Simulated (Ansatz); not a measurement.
`C/C(Cl)=C/CF` → `C=C(C)Cl` + `[CH]F` at 400 K and 1 bar (formal loss of a carbene).

Gas-phase electronic energies from Ansatz, PBE0-D4/def2-TZVP geometries. CCSD(T)/CBS adds triple-zeta CCSD(T) − MP2 to the extrapolated MP2 energy (def2 sets, frozen cores). This one scheme is used for every species. Each species was taken in one conformer, which may not be the lowest.

| species | CCSD(T)/CBS energy (Eh) | H − E (kJ/mol) | S (J/(mol·K)) |
| --- | --- | --- | --- |
| `C/C(Cl)=C/CF` | -715.36889 | 275.1 | 385.5 |
| `C=C(C)Cl` | -576.92662 | 210.1 | 318.6 |
| `[CH]F` | -138.29972 | 46.3 | 233.5 |

H − E and S are ideal-gas, rigid-rotor, harmonic terms from PBE0-D4/def2-TZVP, for one conformer and one mirror image of each species. 1 Eh = 2625.50 kJ/mol, R = 8.31446 J/(mol·K).

Problem. By hand: ΔE, ΔH, ΔS and ΔG.

Solution. ΔE = (-576.92662) + (-138.29972) − (-715.36889) = 0.14255 Eh = 374.3 kJ/mol. Δ(H − E) = 210.1 + 46.3 − 275.1 = -18.7, so ΔH = 355.6 kJ/mol. ΔS = 318.6 + 233.5 − 385.5 = 166.6 J/(mol·K). ΔG = 355.6 − 400 × (166.6)/1000 = 289.0 kJ/mol.

Problem. By hand: the equilibrium constant, and the temperature at which ΔG would vanish if ΔH and ΔS stayed fixed.

Solution. log₁₀ K = −ΔG/(RT ln 10) = -37.7. ΔG = 0 at ΔH/ΔS = 2134 K.

The number of gas molecules changes by +1, which sets the sign of ΔS. A doubt of 5 kJ/mol in ΔE shifts log₁₀ K by 0.7 here. Other conformers and mirror images would add mixing entropy, several J/(mol·K) or more a flexible species. Modes under 60 cm⁻¹, often nearly free rotors, make the harmonic entropy too high. These are equilibria of isolated gas molecules and say nothing of rates. Largest T1 diagnostic: 0.018 (customary marks: 0.02 for closed shells, 0.045 for open ones).
